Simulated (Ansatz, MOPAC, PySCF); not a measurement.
Reaction (SMILES): C#CO + C (CH4) → C#C (C2H2) [acetylene] + CO (CH4O)

Wanted: bond separation energy (enthalpy at 298 K), in kcal/mol. Terms: spin-orbit terms left out; non-relativistic; no dispersion term unless named. First-principles rows: single points at B3LYP-D3(BJ) geometries (Ansatz, a quantum-chemistry and plane-wave program), with unscaled harmonic terms from B3LYP/6-31G* (Ansatz) at its own minima. Semi-empirical rows: MOPAC heats of formation at their own minima for 298 K.

| species | coefficient | E at BP86/def2-SVP (PySCF), Eh | E at B3LYP/def2-TZVPD (Ansatz), Eh | H(298 K) - E, kcal/mol | heat of formation at MNDO (MOPAC), kcal/mol |
|---|---|---|---|---|---|
| C#CO | -1 | -152.42641 | -152.61046 | 22.74 | 12.45 |
| C#C (C2H2) | +1 | -77.26494 | -77.36487 | 19.14 | 57.87 |
| C (CH4) | -1 | -40.48104 | -40.53767 | 30.76 | -11.96 |
| CO (CH4O) | +1 | -115.62835 | -115.77809 | 34.95 | -57.38 |

Measured values: Active Thermochemical Tables 1.112 (ions: stationary electron), as tabulated in the package chemicals; they hold spin-orbit and core effects, anharmonicity.  Value to compare with, the measured value: 2.3 kcal/mol. 1 Eh = 627.5095 kcal/mol.

Task: Work the quantity out at each level, and compare with the measured value.

Result: 
- BP86/def2-SVP: the sum of coefficient times E is 0.01416 Eh, or 8.89 kcal/mol; the thermal terms add 0.59. Result: 9.5 kcal/mol. Its error against the measured value is 7.2 kcal/mol.
- B3LYP/def2-TZVPD: the sum of coefficient times E is 0.00517 Eh, or 3.24 kcal/mol; the thermal terms add 0.59. Result: 3.8 kcal/mol. Its error against the measured value is 1.5 kcal/mol.
- MNDO: the sum of coefficient times heat of formation is 0.00 kcal/mol; it needs no thermal term. Its error against the measured value is -2.3 kcal/mol.
